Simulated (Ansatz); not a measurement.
A nudged elastic band was laid between two geometries of BH7Si (9 atoms, charge 0, multiplicity 1).

All numbers below come from RKS r2SCAN-D4/def2-SVP (Ansatz).

```json
{
  "movable images": "7",
  "climbing image": "yes",
  "spring": "5.0 eV/Å²",
  "optimiser": "quadratic models (default)",
  "start path": "straight line",
  "force threshold": "0.05 eV/Å",
  "iteration limit": "60",
  "end points": "relaxed"
}
```

Image 0:

```xyz
9
Properties=species:S:1:pos:R:3
B -0.111 -0.074 0.354
H 0.595 0.749 0.885
H 0.574 -0.731 -0.436
H -1.163 0.216 -0.164
Si 0.196 -2.177 0.787
H -0.404 -2.870 -0.383
H 1.670 -2.331 0.899
H -0.399 -2.810 2.011
H -0.484 -0.760 1.376
```

Image 8:

```xyz
9
Properties=species:S:1:pos:R:3
B 0.166 -0.096 0.240
H 0.153 0.787 1.065
H 0.595 0.069 -0.876
H -0.960 -0.603 0.183
Si -0.054 -2.155 0.891
H -0.529 -2.862 -0.328
H 1.119 -2.936 1.407
H -1.049 -2.103 1.994
H 1.036 -0.891 0.755
```

(1) Which bonds break or form, and what moves?

(2) Give the energies along the band, and the barrier.

(3) What is the geometry of the highest image?

## Answers

(1) No bond is made or broken.  The two ends are copies of one structure, up to a mirror image or an exchange of like atoms.

(2) The forces met the threshold. The highest image is number 4 of 0 to 8, 5.3 kJ/mol above the ends, which have the same energy within 2 meV. Another band between the same ends (7 images) ends at a top of the same energy, where a vibrational analysis finds 1 clearly imaginary mode.

```tsv
image	path coordinate (Å)	energy (kJ/mol)
0	0.00	0.0
1	0.38	0.5
2	0.76	2.0
3	1.13	4.2
4	1.51	5.3
5	1.89	4.1
6	2.27	1.9
7	2.65	0.5
8	3.03	0.0
```

(3) 
```xyz
9
Properties=species:S:1:pos:R:3
B 0.026 -0.134 0.292
H 0.294 0.965 0.721
H 0.754 -0.483 -0.620
H -1.171 -0.315 0.152
Si 0.055 -2.172 0.810
H -0.497 -2.763 -0.437
H 1.419 -2.726 1.054
H -0.832 -2.529 1.956
H 0.428 -0.633 1.403
```

Time of the run: 56 s on 1 thread of AMD EPYC 9R45 96-Core Processor (Zen 5), with other jobs on the host, peak memory 0.14 GiB.
